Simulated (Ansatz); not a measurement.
# C₂F (quartet): from Hartree-Fock to the top rungs, cc-pVDZ

One table from this session's results is given with a row withheld; the runs are named, their logs left out.

Computed with Ansatz 0.2.0, Gaussian basis. Level: cc-pVDZ, core rule «outside noble gas», up to 3 orbitals frozen.

The runs, in order: UHF; CCSD(T) on ROHF; CCSD(T) on UHF; BCCD(T) on ROHF; CISD; CCSDT(Q) on ROHF; CCSDT(Q) on UHF; CASSCF and MRCISD+Q, 13 electrons in 11 orbitals; CASSCF and NEVPT2, 13 electrons in 11 orbitals.

27 further runs of the same task are left out: 6 for a known fault of the program, 11 that didn't finish, 10 set aside as unsound or not needed.

**The system**

The geometry is a PBE0/def2-TZVP stationary point (not a proven minimum).

3 atoms, charge 0, spin multiplicity 4.

Atoms are counted from 1 here; the program's logs count them from 0.

Bond lengths: C1–C2 1.444 Å, C2–F3 1.292 Å. Angles: C1–C2–F3 117.8°.

Coordinates:

| atom | x (Å) | y (Å) | z (Å) |
| --- | --- | --- | --- |
| C1 | 0.0000 | -0.2306 | 1.3824 |
| C2 | 0.0000 | 0.5040 | 0.1387 |
| F3 | 0.0000 | -0.1728 | -0.9617 |

The first run:

in.yaml

```yaml
crystal:
  periodic: [false, false, false]
  atoms:
    - {symbol: C, position_ang: [0.000000, -0.230648, 1.382426]}
    - {symbol: C, position_ang: [0.000000, 0.503978, 0.138719]}
    - {symbol: F, position_ang: [0.000000, -0.172798, -0.961661]}
basis:
  gaussian: {orbitals: cc-pVDZ}
magnetization: {spin_polarized: true, initial_magnetization: 3}
hamiltonian: {xc: hf}
output: {orbitals: {seedname: orbitals}}
```

Launch:

```bash
ansatz run in.yaml --threads 1 --pin off --events-out ev --progress --plain --max-ram 2393MiB
```

Among the steps run: UHF; CCSD(T) on ROHF; CCSD(T) on UHF; BCCD(T) on ROHF; CISD; CCSDT(Q) on ROHF; CCSDT(Q) on UHF; CASSCF and MRCISD+Q, 13 electrons in 11 orbitals; CASSCF and NEVPT2, 13 electrons in 11 orbitals.

One of the session's tables, all rows but one given; the rest of the session is left out.

```
          method  from RCCSDT(Q) (kJ/mol)
            ROHF                  +1073.9
             UHF                  +1059.5
            RMP2                        ?
            UMP2                   +138.5
            CISD                   +141.0
           RCCSD                    +43.7
           UCCSD                    +43.7
        RCCSD(T)                     +9.7
        UCCSD(T)                     +9.9
         BCCD(T)                     +7.2
          RCCSDT                     +2.8
          UCCSDT                     +2.7
       RCCSDT(Q)                        0
       UCCSDT(Q)                     -0.8
  CASSCF valence                   +798.9
  NEVPT2 valence                   +113.7
  MRCISD valence                    +63.5
MRCISD+Q valence                     +8.1
```

**Question.** Estimate the row for RMP2.

The run gave: from RCCSDT(Q) (kJ/mol): +136.4. In the column «from RCCSDT(Q) (kJ/mol)» it lies between NEVPT2 valence (+113.7) and UMP2 (+138.5).

With the free atoms at the same levels and basis (separate runs), the atomisation energy is 7.850 eV at RCCSDT(Q), 7.773 eV at RCCSD(T), 7.768 eV at UCCSD(T), 5.221 eV at ROHF.

Caveats from the session: Restricted and unrestricted rows rest on different reference determinants; where their highest levels disagree by more than a few hundredths of an eV, they describe different states and don't form one ladder.
